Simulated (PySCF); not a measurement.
# How the numerical set-up moves the result for LiAl⁻

Aim: see how much the energy and properties of LiAl⁻ depend on the numerical set-up.

Program: PySCF 2.14.0. Level of theory: each script names its method and basis. These are calculated values, not measurements.

4 further runs of the same task are left out: 4 that didn't finish.

### Step 1. Where the work starts

LiAl⁻: 2 atoms, charge -1, spin multiplicity 2.

No contacts short enough for the rule that draws bonds.

### Step 2. The run that the others are compared with

File input.py:

```python
from pyscf import gto, scf
from pyscf.hessian import thermo

mol = gto.M(
    atom='Li 0 0 0; Al 0 0 2.58',
    basis='cc-pvdz',
    charge=-1,
    spin=1,
    verbose=4,
)
mf = scf.UHF(mol)
mf = mf.density_fit(auxbasis='def2-universal-jkfit')
mf.kernel()
hess = mf.Hessian().kernel()
print('wavenumber (cm^-1) =', thermo.harmonic_analysis(mol, hess)['freq_wavenumber'].round(1))
mf.dip_moment()
print('orbital energies (hartree):', [e[max(0, n-3):n+3].round(4) for e, n in zip(mf.mo_energy, mol.nelec)])
```

Command:

```
$ OMP_NUM_THREADS=1 python input.py
```

The log of this run is left out.

In short: E(SCF) = -249.302184 Eh, 15 cycles, ⟨S²⟩ = 0.765, wavenumbers 394 cm⁻¹.

The bond length is a typed value, not an optimised one, so the wavenumber is not that of the minimum. The dipole of an ion depends on the origin.

### Step 3. Def2-svpd

Edit 1 changes basis set: cc-pvdz → def2-svpd.

File input.py:

```python
from pyscf import gto, scf
from pyscf.hessian import thermo

mol = gto.M(
    atom='Li 0 0 0; Al 0 0 2.58',
    basis='def2-svpd',
    charge=-1,
    spin=1,
    verbose=4,
)
mf = scf.UHF(mol)
mf = mf.density_fit(auxbasis='def2-universal-jkfit')
mf.kernel()
hess = mf.Hessian().kernel()
print('wavenumber (cm^-1) =', thermo.harmonic_analysis(mol, hess)['freq_wavenumber'].round(1))
mf.dip_moment()
print('orbital energies (hartree):', [e[max(0, n-3):n+3].round(4) for e, n in zip(mf.mo_energy, mol.nelec)])
```

Command:

```
$ OMP_NUM_THREADS=1 python input.py
```

### Step 4. 6-311++g**

Edit 2 changes basis set: cc-pvdz → 6-311++g**.

input.py: that of step 2 with these lines changed.

```diff
@@ -5,3 +5,3 @@
     atom='Li 0 0 0; Al 0 0 2.58',
-    basis='cc-pvdz',
+    basis='6-311++g**',
     charge=-1,
```

What does the calculation give? Wanted: for each run, E(SCF); from base; gap, α spin; after the SCF.

As calculated:

```
       run  E(SCF) (hartree)  from base (eV)  cycles  gap, α spin (eV)  functions          after the SCF
      base       -249.302184               0      15              4.41         32  highest mode 394 cm⁻¹
 def2-svpd       -249.214961         +2.3735      15              4.25         36  highest mode 394 cm⁻¹
6-311++g**       -249.306967         -0.1302      17              3.00         52  highest mode 390 cm⁻¹
```

What this shows: Of the runs whose energies can be compared, “def2-svpd” moves the SCF energy most (+2.373 eV). def2-svpd (36 functions) gives an energy 2.37 eV higher than cc-pvdz (32); size alone doesn't order basis sets of different families. 6-311++g** (52 functions) gives an energy 0.13 eV lower than cc-pvdz (32).
